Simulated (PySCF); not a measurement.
CH₃F, SMILES CF. Geometry: r2SCAN-D4/def2-TZVP.

These are r2SCAN-D4/def2-TZVP (PySCF) values and carry that method's errors.

Harmonic wavenumbers (cm⁻¹): 1059, 1194, 1194, 1481, 1489, 1489, 3025, 3115, 3115. Rotational constants (GHz): 156.4, 25.58, 25.58; symmetry number 3.

Work out the zero-point energy and the ideal-gas rigid-rotor harmonic-oscillator thermochemistry at 298.15 K and 1 atm.

ZPE = ½ Σ hcν = ½ × 17160 cm⁻¹ = 102.64 kJ/mol. H − E(el) = 112.77 kJ/mol. Entropy in J/(mol K): translation 152.74, rotation 69.07, vibration 0.82, total 222.63. G − E(el) = 46.39 kJ/mol. Cp = 37.32 J/(mol K).
